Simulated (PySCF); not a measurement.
Simulated outer-valence photoelectron spectrum of `C#CCSC`. Computed with EOM-IP-CCSD/aug-cc-pVDZ in PySCF, restricted Hartree–Fock reference, 9 core orbitals frozen, non-relativistic, gas phase, PBE0-D3(BJ)/def2-SVP geometry.

Each root has a Gaussian of 0.8 eV full width with its one-hole share as area; cross sections and vibrations are left out, and the highest printed point is 100.

```json
{"ionisation energy (eV)": "7.6", "intensity": "0"}
{"ionisation energy (eV)": "7.8", "intensity": "2"}
{"ionisation energy (eV)": "8.0", "intensity": "6"}
{"ionisation energy (eV)": "8.2", "intensity": "18"}
{"ionisation energy (eV)": "8.4", "intensity": "36"}
{"ionisation energy (eV)": "8.6", "intensity": "50"}
{"ionisation energy (eV)": "8.8", "intensity": "50"}
{"ionisation energy (eV)": "9.0", "intensity": "35"}
{"ionisation energy (eV)": "9.2", "intensity": "18"}
{"ionisation energy (eV)": "9.4", "intensity": "7"}
{"ionisation energy (eV)": "9.6", "intensity": "8"}
{"ionisation energy (eV)": "9.8", "intensity": "20"}
{"ionisation energy (eV)": "10.0", "intensity": "47"}
{"ionisation energy (eV)": "10.2", "intensity": "80"}
{"ionisation energy (eV)": "10.4", "intensity": "100"}
{"ionisation energy (eV)": "10.6", "intensity": "92"}
{"ionisation energy (eV)": "10.8", "intensity": "63"}
{"ionisation energy (eV)": "11.0", "intensity": "36"}
{"ionisation energy (eV)": "11.2", "intensity": "28"}
{"ionisation energy (eV)": "11.4", "intensity": "38"}
{"ionisation energy (eV)": "11.6", "intensity": "50"}
{"ionisation energy (eV)": "11.8", "intensity": "50"}
{"ionisation energy (eV)": "12.0", "intensity": "36"}
{"ionisation energy (eV)": "12.2", "intensity": "20"}
{"ionisation energy (eV)": "12.4", "intensity": "14"}
{"ionisation energy (eV)": "12.6", "intensity": "21"}
{"ionisation energy (eV)": "12.8", "intensity": "38"}
{"ionisation energy (eV)": "13.0", "intensity": "51"}
{"ionisation energy (eV)": "13.2", "intensity": "49"}
{"ionisation energy (eV)": "13.4", "intensity": "33"}
{"ionisation energy (eV)": "13.6", "intensity": "17"}
{"ionisation energy (eV)": "13.8", "intensity": "10"}
{"ionisation energy (eV)": "14.0", "intensity": "15"}
{"ionisation energy (eV)": "14.2", "intensity": "33"}
{"ionisation energy (eV)": "14.4", "intensity": "58"}
{"ionisation energy (eV)": "14.6", "intensity": "80"}
{"ionisation energy (eV)": "14.8", "intensity": "88"}
{"ionisation energy (eV)": "15.0", "intensity": "84"}
{"ionisation energy (eV)": "15.2", "intensity": "75"}
{"ionisation energy (eV)": "15.4", "intensity": "69"}
{"ionisation energy (eV)": "15.6", "intensity": "62"}
{"ionisation energy (eV)": "15.8", "intensity": "48"}
{"ionisation energy (eV)": "16.0", "intensity": "28"}
{"ionisation energy (eV)": "16.2", "intensity": "12"}
{"ionisation energy (eV)": "16.4", "intensity": "4"}
{"ionisation energy (eV)": "16.6", "intensity": "1"}
{"ionisation energy (eV)": "16.8", "intensity": "0"}
```

Problem. Where are the maxima, and how many lines lie under the curve?

Solution. 5 maxima, at 8.7, 10.4, 11.7, 13.1 and 14.8 eV, from 8 lines. At this width some lines have no maximum of their own.

Problem. List the lines with their holes.

Solution. 
```
E (eV)  leading hole (HF orbital)  area  Koopmans (eV)
  8.70                       HOMO  0.95           9.43
 10.34                     HOMO-1  0.96          10.53
 10.55                     HOMO-2  0.96          10.68
 11.70                     HOMO-3  0.95          12.45
 13.07                     HOMO-4  0.95          14.00
 14.56                     HOMO-5  0.95          15.77
 14.99                     HOMO-6  0.94          16.21
 15.62                     HOMO-7  0.94          17.03
```

The widest gap, 1.64 eV, lies between 8.70 and 10.34 eV. Only orbitals with −ε under 21 eV, eight at most, were ionised, so the high end of the curve may lack lines.

Conformer computed: `[CH:1]#[C:2][CH2:3][S:4][CH3:5]`: C2–C3–S4–C5 62°.

One conformer stands for the species.
